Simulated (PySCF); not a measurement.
## Functional benchmark on one molecule

Molecule: SMILES O=C(O)C(F)F, C2H2F2O2.

Structure with atom numbers: `[O:1]=[C:2]([OH:3])[CH:4]([F:5])[F:6]`; H(Xn) means a hydrogen on atom n.

Geometry PBE0-D3(BJ)/def2-SVP throughout; GIAO in PySCF, gas phase, one conformer, non-relativistic; equivalent atoms averaged; basis pcSseg-2.

Reference values (measured; Wikipedia, Fluorine-19 nuclear magnetic resonance spectroscopy): δ(F5/F6) = -127.0 ppm vs CFCl3. Computed shifts are taken against CFCl3, calculated as an isolated molecule at each level.

Q: How do the functionals HF, LDA, PBE, BLYP, BP86, OPBE, KT2, KT3, B97-D, B3LYP, PBE0, mPW1PW91, WP04, B97-2, BHandHLYP, CAM-B3LYP, wB97X-D, LC-wPBE perform against the reference? Times are CPU seconds on shared hosts with different chips, so compare them loosely.

A: 
```tsv
functional	kind	F5/F6	abs. error F	core-s
HF	Hartree–Fock	-112.9	14.1	19
LDA	LDA	-163.4	36.4	37
PBE	GGA	-158.8	31.8	29
BLYP	GGA	-156.4	29.4	48
BP86	GGA	-159.5	32.5	46
OPBE	GGA	-154.3	27.3	49
KT2	GGA	-164.8	37.8	45
KT3	GGA	-157.0	30.0	45
B97-D	GGA	-154.0	27.0	46
B3LYP	global hybrid	-145.0	18.0	32
PBE0	global hybrid	-144.3	17.3	32
mPW1PW91	global hybrid	-143.6	16.6	30
WP04	global hybrid	-138.8	11.8	19
B97-2	global hybrid	-143.3	16.3	19
BHandHLYP	global hybrid	-130.9	3.9	19
CAM-B3LYP	range-separated hybrid	-135.0	8.0	25
wB97X-D	range-separated hybrid	-137.6	10.6	25
LC-wPBE	range-separated hybrid	-124.9	2.1	35
```

For ¹⁹F the closest is LC-wPBE (2.1 ppm) and the furthest KT2 (37.8 ppm). One molecule is a small sample, and vibrational and solvent effects are absent from the calculation.
